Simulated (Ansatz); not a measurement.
# Worked example: correlation energy of HCCl, singlet

Geometry: a PBE0/def2-TZVP stationary point for this spin, not checked as a minimum.

```xyz
3

C     0.0000   -0.1595    1.2148
Cl    0.0000    0.0287   -0.4563
H     0.0000    0.8931    1.5728
```

Basis cc-pVDZ; Ansatz 0.2.0. Correlated methods freeze the noble-gas cores, which leaves 12 electrons in 31 orbitals. Prefix R: restricted or restricted open-shell reference.

Full CI isn't at hand for all of this; RCCSDTQ serves as the reference, and is uncertain by about the last step of the cluster series.

Runs differ by some tens of microhartree through their thresholds, so steps under 0.03 kcal/mol mean nothing.

| level | total energy (hartree) |
| --- | --- |
| RHF | -497.826677 |
| RMP2 | -498.074125 |
| RCCSD | -498.105017 |
| RCCSD(T) | -498.113731 |
| RCCSDT | -498.114747 |
| RCCSDT(Q) | -498.115427 |
| RCCSDTQ | -498.115379 |

Problem. What is the correlation energy at RCCSDTQ, and what share of it do RMP2 and RCCSDT recover?

Solution. E(corr) = -498.115379 − (-497.826677) = -0.288702 hartree = -7.856 eV. RMP2: -0.247448 / -0.288702 = 85.71 %. RCCSDT: -0.288070 / -0.288702 = 99.78 %.

Problem. By how many kcal/mol does RCCSD(T) miss RCCSDTQ (1 hartree = 627.509 kcal/mol), and which steps make up the rest?

Solution. -498.113731 − (-498.115379) = 0.001648 hartree = 1.03 kcal/mol. Steps: RCCSDT − RCCSD(T) = -0.64, RCCSDT(Q) − RCCSDT = -0.43, RCCSDTQ − RCCSDT(Q) = 0.03 kcal/mol. Differences between like states or geometries often cancel part of this.
